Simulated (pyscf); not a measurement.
H₂N–SiH₂–NH–SiH₂–NH₂ + methyl (CH₃•) → H₂N–SiH•–NH–SiH₂–NH₂ + methane (CH₄) (hydrogen abstraction; doublet surface; H–Si broken, C–H formed). Optimised with ωB97X-D3(BJ)/def2-SVP in PySCF. Rate constants from transition-state theory, ωB97M-D3(BJ)/def2-TZVP energies (ideal gas, 1 atm, RRHO with modes under 100 cm⁻¹ raised to 100, one conformer, R ln 2 for chiral ones without a mode under 150 cm⁻¹; no tunnelling), k in cm³ molecule⁻¹ s⁻¹.

| T (K) | 1000/T | log10 k |
|---|---|---|
| 298 | 3.354 | -19.57 |
| 600 | 1.667 | -15.65 |
| 900 | 1.111 | ? |
| 1200 | 0.833 | -13.25 |

### Question
Fit an Arrhenius line to the three values, give the activation energy, and predict k at 900 K.

### Answer
Least squares gives log10 k = -11.32 − 2.48 × 1000/T, so Ea = 2.48 × ln 10 × 1.987 = 11.3 kcal/mol, against an electronic barrier of 9.2. At 900 K the line gives -14.08; the computed value is -14.13 (ΔG‡ = 35.0 kcal/mol), close to the line. One saddle was located; it need not be the lowest between these sides. The angle at the transferred H is 172°.
